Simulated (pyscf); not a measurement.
Optimised with ωB97X-D3(BJ)/def2-SVP in PySCF.

SMILES: FC(F)CCCl
```xyz
11

F     -2.2567     0.5928    -0.3435
C     -1.0305     0.1802    -0.7549
F     -0.2055     0.1848     0.3296
C     -0.4988     1.1381    -1.7991
C      0.9044     0.7946    -2.2677
Cl     0.9464    -0.7912    -3.0999
H     -1.1109    -0.8584    -1.1167
H     -1.1972     1.1514    -2.6498
H     -0.4940     2.1440    -1.3472
H      1.2757     1.5427    -2.9800
H      1.5974     0.7340    -1.4180
```
Charge 0, spin multiplicity 1.

**Question.** What is the homolytic dissociation enthalpy (298 K, ωB97M-D3(BJ)/def2-TZVP) of the C–H bond of F–CH(F)–CH₂–CH₂–Cl (SMILES FC(F)CCCl), to F–C•(F)–CH₂–CH₂–Cl + H•?

**Answer.** C–H to F–C•(F)–CH₂–CH₂–Cl + H•: 422.4 kJ/mol. The 7 functionals that were run give +396.4 (PBE) to +422.4 kJ/mol (ωB97M-D3(BJ)). Other isomers of F–C•(F)–CH₂–CH₂–Cl were not searched in full and may lie lower.
